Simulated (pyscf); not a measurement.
Homolytic dissociation enthalpies at 298 K of Ge–H, H–Si, H–Sn bonds in 8 gas-phase molecules, in kcal/mol. PySCF, gas phase, ωB97X-D3(BJ)/def2-SVP geometries. Both columns use the same structures and thermal terms. Rows were drawn at random from the closed-shell molecules with such a bond whose radicals are computed, keep their shape and have no isomer in the data more than 5 kcal/mol lower.

```tsv
row	molecule	radicals	B3LYP-D3(BJ)/def2-TZVP	ωB97M-D3(BJ)/def2-TZVP
1	Cl–GeH₂–GeH₃	Cl–GeH•–GeH₃ + H•	78.8	?
2	H₃C–GeH₂–SnH₃	H₃C–GeH₂–SnH₂• + H•	72.8	73.4
3	H₃Si–NH–SiH(SiH₃)–SiH₃	H₃Si–NH–Si•(SiH₃)–SiH₃ + H•	82.5	84.7
4	F–GeH(F)–GeH₃	F–Ge•(F)–GeH₃ + H•	76.7	78.2
5	Cl–GeH(Cl)–GeH₃	Cl–Ge•(Cl)–GeH₃ + H•	74.7	76.7
6	H₃Si–SiH₂–GeH₃	H₃Si–SiH₂–GeH₂• + H•	80.6	80.9
7	H₂N–SiH(NH₂)–Cl	H₂N–Si•(NH₂)–Cl + H•	91.7	95.0
8	H₂N–SiH₂–NH–SiH₃	H₂N–SiH₂–NH–SiH₂• + H•	89.1	91.5
```

**Question.** Fit a line that carries the B3LYP-D3(BJ) values to the last column and predict row 1.

**Answer.** In the 7 complete rows the last column lies 0.3 to 3.3 kcal/mol from B3LYP-D3(BJ) (mean 1.8, median 2.0). Least squares gives y = -6.4 + 1.10·x with residuals of 0.7 kcal/mol (root mean square). For row 1: -6.4 + 1.10 × 78.8 = 80.3 kcal/mol. The computed value is 79.8 kcal/mol, 0.5 under the line. Elements up to Kr have no core potential and no relativistic terms here. Elements past Kr carry the def2 core potentials, without spin-orbit coupling.
